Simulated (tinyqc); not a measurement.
Worked calculation (part 3 of 3): UHF in the sto-3g basis, for H2O+, spin multiplicity 2. Computed by tinyqc, a small Python program that keeps every step (integrals from PySCF). Command: `OMP_NUM_THREADS=1 python tinyqc.py 27072 27073 out.jsonl` (the two numbers bound the seeds that draw the settings). One thread of a shared host (Intel(R) Xeon(R) Processor @ 2.60GHz), about 0.2 s of CPU time with the checks.

Geometry (angstrom):
```
atom        x         y        z
O     0.00000   0.00000  0.00000
H     0.00000   0.76900  0.67000
H     0.00000  -0.76900  0.67000
```

## Convergence

Stop when the energy changes by less than 1e-10 hartree and every element of the error matrix X^T (F D S - S D F) X (for each spin) is below 3e-06.

Course of the cycle:
```
iteration  E (hartree)     change  largest element of the error matrix
1          -52.0522894          -                             8.26e+00
2          -69.8069236  -1.78e+01                             1.69e+00
3          -73.5801895  -3.77e+00                             3.57e-01
4          -74.3997600  -8.20e-01                             8.23e-02
5          -74.5918734  -1.92e-01                             5.21e-02
6          -74.6430469  -5.12e-02                             2.65e-02
7          -74.6576605  -1.46e-02                             1.02e-02
8          -74.6626520  -4.99e-03                             7.68e-03
9          -74.6640256  -1.37e-03                             6.03e-03
10         -74.6644606  -4.35e-04                             3.34e-03
11         -74.6646947  -2.34e-04                             1.48e-03
12         -74.6648154  -1.21e-04                             6.61e-04
13         -74.6648548  -3.94e-05                             3.94e-04
14         -74.6648659  -1.11e-05                             2.43e-04
15         -74.6648686  -2.76e-06                             1.70e-04
16         -74.6648693  -7.12e-07                             1.50e-04
17         -74.6648696  -2.31e-07                             1.29e-04
18         -74.6648697  -1.15e-07                             9.45e-05
19         -74.6648698  -7.24e-08                             6.02e-05
20         -74.6648698  -4.22e-08                             2.85e-05
21         -74.6648698  -3.12e-08                             1.89e-05
22         -74.6648698  -1.15e-08                             9.70e-06
23         -74.6648699  -3.56e-09                             7.72e-06
24         -74.6648699  -1.06e-09                             6.49e-06
25         -74.6648699  -4.01e-10                             5.51e-06
26         -74.6648699  -2.01e-10                             3.29e-06
27         -74.6648699  -1.70e-10                             2.07e-06
28         -74.6648699  -6.20e-11                             7.24e-07
```

PySCF UHF in the same basis, after a stability check = -74.6648699 hartree

Converged in 28 iterations.

## Populations, bond orders and dipole

D(alpha) after iteration 28, order 1O 1s, 1O 2s, 1O 2px, 1O 2py, 1O 2pz, 2H 1s, 3H 1s:
$$\begin{pmatrix}
1.05623 & -0.23771 & 0.00000 & 0.00000 & 0.03459 & -0.00865 & -0.00865 \\
-0.23771 & 1.03134 & 0.00000 & 0.00000 & -0.19939 & -0.00816 & -0.00816 \\
0.00000 & 0.00000 & 1.00000 & 0.00000 & 0.00000 & 0.00000 & 0.00000 \\
0.00000 & 0.00000 & 0.00000 & 0.57120 & 0.00000 & 0.24321 & -0.24321 \\
0.03459 & -0.19939 & 0.00000 & 0.00000 & 0.73244 & 0.18813 & 0.18813 \\
-0.00865 & -0.00816 & 0.00000 & 0.24321 & 0.18813 & 0.15383 & -0.05328 \\
-0.00865 & -0.00816 & 0.00000 & -0.24321 & 0.18813 & -0.05328 & 0.15383
\end{pmatrix}$$

D(beta) after iteration 28, order 1O 1s, 1O 2s, 1O 2px, 1O 2py, 1O 2pz, 2H 1s, 3H 1s:
$$\begin{pmatrix}
1.05389 & -0.22570 & 0.00000 & 0.00000 & 0.04482 & -0.01505 & -0.01505 \\
-0.22570 & 0.97427 & 0.00000 & 0.00000 & -0.24770 & 0.01172 & 0.01172 \\
0.00000 & 0.00000 & 0.00000 & 0.00000 & -0.00001 & 0.00000 & 0.00000 \\
0.00000 & 0.00000 & 0.00000 & 0.49620 & 0.00000 & 0.26249 & -0.26249 \\
0.04482 & -0.24770 & -0.00001 & 0.00000 & 0.69156 & 0.20429 & 0.20430 \\
-0.01505 & 0.01172 & 0.00000 & 0.26249 & 0.20429 & 0.20741 & -0.07030 \\
-0.01505 & 0.01172 & 0.00000 & -0.26249 & 0.20430 & -0.07030 & 0.20741
\end{pmatrix}$$

overlap S, order 1O 1s, 1O 2s, 1O 2px, 1O 2py, 1O 2pz, 2H 1s, 3H 1s:
$$\begin{pmatrix}
1.00000 & 0.23670 & 0.00000 & 0.00000 & 0.00000 & 0.04649 & 0.04649 \\
0.23670 & 1.00000 & 0.00000 & 0.00000 & 0.00000 & 0.43457 & 0.43457 \\
0.00000 & 0.00000 & 1.00000 & 0.00000 & 0.00000 & 0.00000 & 0.00000 \\
0.00000 & 0.00000 & 0.00000 & 1.00000 & 0.00000 & 0.27964 & -0.27964 \\
0.00000 & 0.00000 & 0.00000 & 0.00000 & 1.00000 & 0.24364 & 0.24364 \\
0.04649 & 0.43457 & 0.00000 & 0.27964 & 0.24364 & 1.00000 & 0.24312 \\
0.04649 & 0.43457 & 0.00000 & -0.27964 & 0.24364 & 0.24312 & 1.00000
\end{pmatrix}$$

Mulliken: Z minus the diagonal of D S on the atom; Loewdin: the same with S^(1/2) D S^(1/2); Mayer order: 2 sum_s sum (D(s) S)_ij (D(s) S)_ji over the two atoms.

Charges (e):
```
atom  Mulliken  Loewdin  Mulliken spin
1O     0.13731  0.31028        1.13424
2H     0.43134  0.34486       -0.06712
3H     0.43134  0.34486       -0.06712
```

Mayer bond orders:
```
pair    order
2-1   0.80285
3-1   0.80285
3-2   0.00659
```

dipole moment about the origin, x y z (debye): [-0.00001, 0.00000, 3.29396]

<S^2> of the determinant (pure state: 0.75) = 0.75724
